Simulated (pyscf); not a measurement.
## Atom transfer: `[CH3][Zn][Cl]` + `[H]` [doublet] -> `[CH3][Zn]` [doublet] + `[ClH]`

Gas phase, doublet surface, charge 0. Bonds broken: Zn2–Cl3. Bonds formed: Cl3–H7. Single points on ωB97X-D3(BJ)/def2-SVP structures (PySCF, gas phase).

Transition state (Å):

```xyz
7

C      0.3914     1.0620     0.2596
Zn    -0.5729    -0.5961    -0.1918
Cl    -1.7794    -2.5959    -0.7106
H      0.3784     1.7615    -0.5922
H     -0.0786     1.5583     1.1244
H      1.4413     0.8420     0.5131
H     -2.5603    -3.8437    -1.0215
```

One imaginary mode, 836i cm⁻¹; descent along it reached the two sides named.

```csv
bond,change,reactant side (Å),saddle,product side
Zn2–Cl3,breaks,2.114,2.393,3.7
Cl3–H7,forms,3.6,1.504,1.285
```

Electronic energies relative to the separated reactants (kJ/mol):

```tsv
level	barrier	reaction energy	reverse barrier
ωB97X-D3(BJ)/def2-TZVP	85.7	+34.1	51.6
PBE/def2-TZVP	33.5	+11.2	22.3
r²SCAN/def2-TZVP	46.3	+17.2	29.1
B3LYP-D3(BJ)/def2-TZVP	41.2	+1.2	40.1
PBE0-D3(BJ)/def2-TZVP	54.7	+17.9	36.8
M06-2X/def2-TZVP	68.8	+13.2	55.6
ωB97M-D3(BJ)/def2-TZVP	74.0	+14.2	59.8
HF/def2-TZVP	140.5	+27.2	113.3
```

With ωB97M-D3(BJ)/def2-TZVP energies and thermal terms (ideal gas, 1 atm, RRHO with modes under 100 cm⁻¹ raised to 100, one conformer, R ln 2 for chiral ones without a mode under 150 cm⁻¹), in kJ/mol:

```tsv
T (K)	ΔH‡	ΔG‡	ΔH	ΔG
298	73.0	98.2	+24.2	+13.9
600	71.4	124.4	+20.4	+4.8
900	70.2	151.2	+16.3	-2.1
1200	68.9	178.4	+12.3	-7.7
```

This is the saddle that the search found; another between the same sides may lie lower. The angle at the transferred Cl is 179°. Elements up to Kr have no core potential and no relativistic terms here.
